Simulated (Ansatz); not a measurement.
We consider rhombohedral A7 Bi, described by rVV10 (plane waves, PAW; Ansatz, a quantum-chemistry and plane-wave program).

Run with plane-wave cutoff 500 eV, 20×20×20 k mesh, Fermi–Dirac smearing 0.1 eV, scalar-relativistic PAW data made under PBE.

Computed at the level's own relaxed cell.

Question: Give the computed equilibrium volume per atom, equilibrium lattice constant a and c axis length.

Answer: 
- equilibrium volume per atom: 37.29 Å³/atom
- equilibrium lattice constant a: 4.617 Å
- c axis length: 12.120 Å

Measured, for comparison: lattice constant a 4.533 Å, lattice parameter c 11.796 Å (low temperature, zero-point motion not removed, hexagonal setting; as tabulated in Arnaud et al. (2016), arXiv:1602.08959). Computed (rounded) less measured: lattice constant a +1.9 %, lattice parameter c +2.7 %.

Spin–orbit coupling is not included; it can shift volumes and moduli of such heavy elements.

Computed values are for the static lattice.

Cost on a shared machine: roughly 8 core-minutes.
